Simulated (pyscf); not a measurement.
Single points on ωB97X-D3(BJ)/def2-SVP structures (PySCF, gas phase).

Task: For the elementary gas-phase step `[SiH3][O][AsH2]` + `[OH2]` → `[OH][AsH2]` + `[OH][SiH3]` (singlet surface; As–O, H–O broken, As–O, H–O formed), what barrier and reaction energy does ωB97M-D3(BJ)/def2-TZVP give, measured from the separated reactants?

Result: ΔE‡ = 30.1 kcal/mol, ΔE = +2.3 kcal/mol. Zero-point energy shifts the barrier by +1.0 kcal/mol. It is a four-centre exchange, with an imaginary mode of 445i cm⁻¹. On the reactant side the descent ends in a complex, 4.9 kcal/mol under the separated species and 36.2 kcal/mol under the saddle at ωB97X-D3(BJ)/def2-TZVP. On the product side the descent ends in a complex (not fully relaxed), 7.0 kcal/mol under the separated species and 34.3 kcal/mol under the saddle at ωB97X-D3(BJ)/def2-TZVP. H₃Si–O–AsH₂ lies 10.7 kcal/mol over its isomer HO–SiH₂–AsH₂ (electronic energy, ωB97M-D3(BJ)/def2-TZVP). Another saddle between the same species, by other bonds, lies lower (24.0 kcal/mol against 30.1 kcal/mol at ωB97M-D3(BJ)/def2-TZVP). Elements up to Kr have no core potential and no relativistic terms here.
